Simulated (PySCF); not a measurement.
Bonds broken one at a time in the series HS-X. Gas-phase values, no solvent. One relaxed conformer stands for each flexible species; it need not be the lowest. Strings in code marks are SMILES.

Method: B3LYP-D3(BJ)/def2-TZVP run with PySCF. B3LYP has the VWN-RPA correlation part, as in Gaussian. 

A: radical fragment (`[SiH3]`)
B: radical fragment (`[C](=O)C`)
C: radical fragment (`CO[C]=O` (C–O–C–O torsion 0°))

**Question.** A design calls for the highest highest occupied spin orbital in this set. Which member fits?

**Answer.** B (-5.55 eV); next is A (-6.11 eV).
